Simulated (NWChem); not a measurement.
# H2O (water): levels of theory compared

Wanted: a comparison of 6 runs (HF/3-21G, B3LYP/6-31G*, PBE0/def2-SVP, TPSSh/def2-SVP, PBE/aug-cc-pVTZ, SVWN5/aug-cc-pVTZ) of H2O (water). 

Program for the calculation: NWChem 7.3.0.

### Step 1. The structure to begin with

The species is H2O (3 atoms), meant as a singlet with charge 0. As SMILES, `O`. Geometry: relaxed at PBE0-D4/def2-TZVP.

Bond lengths: O1–H2 0.960 Å, O1–H3 0.960 Å. Angles: H2–O1–H3 105.1°.

### Step 2. Energy and gradient at HF/3-21G (run 1)

File job.nw:

```
start job
memory stack 880 mb heap 220 mb global 1100 mb

geometry units angstroms noautosym nocenter noautoz
  O     -0.302700     0.200200    -0.140600
  H      0.466500     0.548400     0.315300
  H     -0.163800    -0.748600    -0.174700
end

basis spherical bse
  O library 3-21G
  H library 3-21G
end

scf
  nopen 0
  rhf
  thresh 1e-08
  maxiter 80
  noprint "final vectors analysis"
end

task scf gradient
```

Started as:

```console
$ nwchem job.nw > job.out
```

Standard output:

```text
[...]
  functions       =    13
[...]
  wavefunction    = RHF
[...]
         Total SCF energy =    -75.585595598816
      One-electron energy =   -122.600858005943
      Two-electron energy =     37.843960988358
 Nuclear repulsion energy =      9.171301418770
        Time for solution =      0.0s
[...]
                         RHF ENERGY GRADIENTS
    atom               coordinates                        gradient
                 x          y          z           x          y          z
   1 O      -0.572020   0.378323  -0.265695    0.001710  -0.001171   0.000790
   2 H       0.881557   1.036326   0.595831   -0.005383  -0.008761  -0.003918
   3 H      -0.309537  -1.414649  -0.330135    0.003673   0.009932   0.003129
[...]
```

Run time: 0.52 s. Hardware: 1 thread of AMD EPYC 9R45 (Zen 5), shared host; peak memory 0.099 GiB.

### Step 3. Energy and forces at B3LYP/6-31G(d) (spherical functions) (run 2)

File work.nw:

```
start work
memory total 2200 mb
charge 0

geometry units angstrom noautosym nocenter noautoz
   O       -0.302700       0.200200      -0.140600
   H        0.466500       0.548400       0.315300
   H       -0.163800      -0.748600      -0.174700
end

basis spherical bse
   * library 6-31G*
end

dft
   xc b3lyp
   grid xfine
   convergence energy 1e-08
   maxiter 100
   mulliken
end

task dft gradient
```

Started as:

```console
$ nwchem work.nw > work.out
```

Standard output:

```text
[...]
          Wavefunction type:  closed shell.
          No. of atoms     :     3
          No. of electrons :    10
[...]
          Charge           :     0
          Spin multiplicity:     1
[...]
          AO basis - number of functions:    18
[...]
              XC Information
              --------------
                         B3LYP Method XC Potential
                     Hartree-Fock (Exact) Exchange  0.200
                        Slater Exchange Functional  0.800 local
                    Becke 1988 Exchange Functional  0.720 non-local
              Lee-Yang-Parr Correlation Functional  0.810
                  VWN I RPA Correlation Functional  0.190 local
[...]
 d= 0,ls=0.0,diis     1    -76.3704591010 -8.55D+01  3.61D-02  3.56D-01     0.1
[...]
 d= 0,ls=0.0,diis     6    -76.4068553822 -5.84D-09  1.43D-06  7.83D-10     0.6
         Total DFT energy =      -76.406855382224
      One electron energy =     -123.105404688576
           Coulomb energy =       46.888573552474
    Exchange-Corr. energy =       -9.361325664892
 Nuclear repulsion energy =        9.171301418770
[...]
      Total Density - Mulliken Population Analysis
     ---------------------------------------------
    Atom       Charge   Shell Charges
 -----------   ------   -------------------------------------------------------
    1 O    8     8.80   2.00  0.90  2.93  0.99  1.95  0.03
    2 H    1     0.60   0.48  0.12
    3 H    1     0.60   0.48  0.12
[...]
  wavefunction    = closed shell
                         DFT ENERGY GRADIENTS
    atom               coordinates                        gradient
                 x          y          z           x          y          z
   1 O      -0.572020   0.378323  -0.265695    0.009624  -0.006404   0.004465
   2 H       0.881557   1.036326   0.595831   -0.007188  -0.001715  -0.004083
   3 H      -0.309537  -1.414649  -0.330135   -0.002436   0.008119  -0.000383
[...]
```

Wall time 1.2 s (1 thread of AMD EPYC 9R45 (Zen 5), shared host); peak memory 0.12 GiB.

Runs 3 to 5 aren't shown in full; the table further down has their settings and results.

### Step 4. Energy and forces at SVWN5/aug-cc-pVTZ (run 6)

File h2o.nw:

```
start h2o
memory total 2200 mb
charge 0

geometry units angstrom noautosym nocenter noautoz
  O     -0.302700     0.200200    -0.140600
  H      0.466500     0.548400     0.315300
  H     -0.163800    -0.748600    -0.174700
end

basis spherical bse
  * library aug-cc-pVTZ
end

dft
  xc slater vwn_5
  grid fine
  convergence energy 1e-08
  maxiter 100
  mulliken
  print medium
end

task dft gradient
```

Started as:

```console
$ nwchem h2o.nw > h2o.out
```

Standard output:

```text
[...]
          Wavefunction type:  closed shell.
          No. of atoms     :     3
          No. of electrons :    10
[...]
          Charge           :     0
          Spin multiplicity:     1
[...]
          AO basis - number of functions:    92
[...]
              XC Information
              --------------
                        Slater Exchange Functional  1.000 local
                      VWN V Correlation Functional  1.000 local
[...]
 d= 0,ls=0.0,diis     1    -75.8580855749 -8.50D+01  7.63D-03  8.47D-01     0.4
[...]
 d= 0,ls=0.0,diis     8    -75.9054515784  5.91D-10  3.01D-07  9.94D-09     2.6
         Total DFT energy =      -75.905451578442
      One electron energy =     -122.902766548762
           Coulomb energy =       46.559716193992
    Exchange-Corr. energy =       -8.733702642441
 Nuclear repulsion energy =        9.171301418770
[...]
      Total Density - Mulliken Population Analysis
     ---------------------------------------------
    Atom       Charge   Shell Charges
 -----------   ------   -------------------------------------------------------
    1 O    8     8.31   1.91  0.26  0.98  0.64  0.06  1.33  2.00  1.04  0.07  0.00  0.01 -0.00  0.00 -0.00
    2 H    1     0.85   0.25  0.42  0.04 -0.00  0.02  0.06  0.04  0.01  0.01
    3 H    1     0.85   0.25  0.42  0.04 -0.00  0.02  0.06  0.04  0.01  0.01
[...]
  wavefunction    = closed shell
                         DFT ENERGY GRADIENTS
    atom               coordinates                        gradient
                 x          y          z           x          y          z
   1 O      -0.572020   0.378323  -0.265695    0.010381  -0.006905   0.004817
   2 H       0.881557   1.036326   0.595831   -0.009185  -0.004796  -0.005517
   3 H      -0.309537  -1.414649  -0.330135   -0.001196   0.011701   0.000700
[...]
```

It took 4.8 s on 1 thread of AMD EPYC 9R45 (Zen 5), shared host; peak memory 0.12 GiB.

### Step 5. Overview of the runs

```
run                               level  iteration cap  module  energy (Eh)  dipole moment (D)  largest force (eV/Å)  wall time
  1                            HF/3-21G             80     scf   -75.585596               2.43                 0.568     0.52 s
  2  B3LYP/6-31G* (spherical functions)            100     dft   -76.406855               2.07                 0.637      1.2 s
  3                       PBE0/def2-SVP            100     dft   -76.276246               2.00                 0.362      1.4 s
  4                      TPSSh/def2-SVP            100     dft   -76.353133               1.96                 0.773      1.9 s
  5                     PBE/aug-cc-pVTZ            100     dft   -76.380150               1.79                 0.678      5.7 s
  6                   SVWN5/aug-cc-pVTZ            100     dft   -75.905452               1.85                 0.687      4.8 s
```

### Step 6. What came out

| quantity | value |
| --- | --- |
| run 6: total energy | -75.90545 Eh |
| run 6: dipole moment | 1.85 D |
| run 6: HOMO energy | -7.39 eV |
| run 6: LUMO energy | -0.91 eV |
| run 6: HOMO–LUMO gap | 6.48 eV |
| run 6: largest force on an atom | 0.687 eV/Å |

The dipole moment (its size) runs from 1.79 D (PBE/aug-cc-pVTZ) to 2.43 D (HF/3-21G). The two ends differ in method and basis. Over runs 2, 3, 4, 5, 6 the HOMO–LUMO gap runs from 6.32 eV (PBE/aug-cc-pVTZ) to 10.07 eV (PBE0/def2-SVP). Totals of different functionals can't be ranked against each other. All runs together took 16 s, the longest 5.7 s.
